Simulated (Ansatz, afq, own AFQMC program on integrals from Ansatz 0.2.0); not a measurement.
Two steps: Ansatz 0.2.0 writes the Fock matrix and Cholesky factors of the valence space, and afq projects on them the lowest state that overlaps trial and start.

```yaml
crystal:
  periodic: [false, false, false]
  atoms:
    - {symbol: Al, position_ang: [-1.089741, 0.000000, 0.000000]}
    - {symbol: H, position_ang: [-1.882664, 1.373384, 0.000000]}
    - {symbol: H, position_ang: [-1.882664, -1.373384, 0.000000]}
    - {symbol: H, position_ang: [0.587259, 0.000000, 0.000000]}
    - {symbol: F, position_ang: [1.716259, 0.000000, 0.000000]}
basis:
  gaussian: {orbitals: cc-pVTZ}
magnetization: {spin_polarized: true, initial_magnetization: 1}
correlation: {method: ccsd_t, electrons: outside_noble_gas, hamiltonian_folder: ham}
```

```sh
$ ansatz run in.yaml --threads 1 --pin off --events-out ev --progress --plain --max-ram 16896MiB --backend cuda --devices 0, --max-vram 18GiB
```

afq runs on the folder ham with

```
--method phaseless --trial cisd --walkers 900 --populations 20 --least-time 60 --time-step 0.005 --steps-per-block 50 --equilibration-blocks 28 --max-blocks 4000 --target-error 0.00021 --factor-cut 1e-05 --start spin_pure --seed 8714 --release-times 0.24,0.51,0.99,1.62,2.4 --release-step 0.03 --release-every 3 --taylor-order 6
```

Times are imaginary, in 1/Eh. The walk had a cap of 231 s. With eight or more populations the least sampling time is a fifth of least-time, and the error comes from their spread.

Log:

```
orbitals 100  electrons 7 6  factors 633 of 639
reference energy -343.04581897 Eh
CCSD correlation -0.37440852 Eh in 13 cycles, weight of the determinant in the CISD state 0.8878
energy of the start -343.418947 Eh
 block  time / (1/Eh)  mean weight  energy / Eh
     1     0.250  0.9987  -343.418093
     2     0.500  1.0016  -343.421824
     3     0.750  0.9996  -343.425679
     4     1.000  0.9999  -343.425938
     5     1.250  0.9998  -343.426571
     7     1.750  0.9998  -343.427859
     9     2.250  1.0003  -343.428501
    11     2.750  1.0000  -343.430713
    21     5.250  0.9994  -343.428649
    31     7.750  1.0015  -343.429698
    41    10.250  1.0000  -343.431527
    51    12.750  0.9999  -343.430934
    61    15.250  0.9997  -343.431262
    71    17.750  0.9990  -343.429161
    76    19.000  0.9995  -343.435223
    81    20.250  1.0004  -343.430125
    91    22.750  0.9999  -343.433831
   101    25.250  0.9998  -343.428463
   111    27.750  0.9997  -343.429793
   121    30.250  0.9989  -343.428841
   131    32.750  0.9996  -343.429918
   141    35.250  0.9996  -343.430447
   151    37.750  1.0001  -343.433071
   161    40.250  1.0007  -343.431488
   171    42.750  0.9996  -343.428802
   181    45.250  0.9995  -343.426603
   191    47.750  0.9992  -343.431916
   201    50.250  0.9999  -343.428593
   206    51.500  1.0013  -343.430013
error from the spread of 20 populations
released: time / (1/Eh)  energy / Eh  error  mean overlap
  0.24  -343.431059  0.000200  0.9989
  0.51  -343.431134  0.000254  0.9931
  0.99  -343.431157  0.000196  0.9877
  1.62  -343.431488  0.000297  0.9744
  2.40  -343.431083  0.000344  0.9636
energy -343.430808 +/- 0.000200 Eh
(rows thinned)
```

The run passed its tests (sampling time, drift between the halves within three errors, error under three times the target), which doesn't prove that it has relaxed.

Against this walk (error 5.5 meV) on the same determinant: CCSD(T) 17.7 meV higher. The error is statistical and leaves out the bias of the constraint. Released to 2.40 1/Eh the energy moves by -7 ± 11 meV (both errors), within twice the noise.

Cautions: constraint bias not in the error.

The walk took 3.3 min on 1 × NVIDIA H100 80GB HBM3 with 2 threads of AMD EPYC 7R13 Processor (Zen 3) (shared host) (the card was shared). The log's last line is the phaseless energy.

A walk keeps the symmetry of its determinant, which the program's search chose and which needn't be the lowest solution, so a lower state of the same spin and another symmetry isn't excluded.
